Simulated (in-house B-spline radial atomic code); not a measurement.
The numbers below are computed, except where a source is named.
**Stopping and range of 30 keV N in Si**

The pair potential comes from two frozen, spherical free-atom densities (PBE, B-spline radial code, scalar-relativistic past argon): electrostatics plus the change in Thomas-Fermi kinetic and Dirac exchange energy where they overlap, the recipe behind the universal ZBL potential, which averages such potentials (from solid-state densities) over many pairs. It is written V = (Z1 Z2 e²/r) φ(r/a), with e² = 14.3996 eV·Å and a = 0.46850 Å/(Z1^0.23 + Z2^0.23); ZBL's fit is φ = 0.18175 e^(−3.1998x) + 0.50986 e^(−0.94229x) + 0.28022 e^(−0.4029x) + 0.02817 e^(−0.20162x). Where φ falls below 4e-4 it is continued as an exponential.

The target is taken as amorphous, with density 2.329 g/cm³ (NSM archive of the Ioffe Institute); channelling is ignored. Masses: N 14.01, Si 28.09 u. Nuclear stopping is S_n = 4π a Z1 Z2 e² M1/(M1 + M2) × s_n(ε), with s_n integrated over impact parameters for each pair. Electronic stopping is Lindhard and Scharff's S_e = Z1^(1/6) 8π e² a0 Z1 Z2/(Z1^(2/3) + Z2^(2/3))^(3/2) × v/v0, with a0 = 0.529177 Å and v = v0 at 24.801 keV/u; it misses the oscillations with Z1 seen in experiment, which reach tens of per cent. Compounds add by atom fraction.

```
target atom    a (Å)  ε at this energy  s_n, this pair  s_n, ZBL potential
         Si  0.13782             1.955          0.2832              0.2612
```

What are the atom density and the stopping powers at entry?

N = 2.329 × 0.602214/28.09 = 0.04993 atoms/Å³. For Si: S_n = 813.3 × 0.2832 = 230.3 eV·Å², S_e = 1.5115 × √30000 = 261.8 eV·Å². Averaged over the target's atoms and times N × 10 Å/nm, the ion loses N S_n = 115 eV/nm to recoils and N S_e = 131 eV/nm to electrons; the nuclear share is 47 %.

Along the track:

```tsv
E (keV)	N S_n (eV/nm)	N S_e (eV/nm)
1.5	143	29.2
4.5	158	50.6
9	152	71.6
15	140	92.4
22.5	126	113
30	115	131
```

Estimate the path length and the projected range.

With continuous slowing down the path is the integral of dE/(N (S_n + S_e)). Trapezoids over the table give 126 nm, and the stretch below the first row, with stopping taken as √E, adds 2E/(N S) = 17 nm: 143 nm in all, against 138 nm on a fine grid from 5 eV. Deflections shorten the depth: to first order in the energy passed on, N (S_n + S_e) dR_p/dE = 1 − N S_n (M2/M1) R_p/(2E), summed over the target's atoms, and integrating this on the fine grid gives R_p = 81.8 nm, 0.59 of the path. Lindhard's rule of thumb R/(1 + M2/3M1), with mean M2/M1 = 2.00, gives 82.6 nm; it is meant for M2/M1 below about 2. On the ZBL potential the same equation gives 87.4 nm, and the full integral equation, which keeps hard collisions, 93 nm.
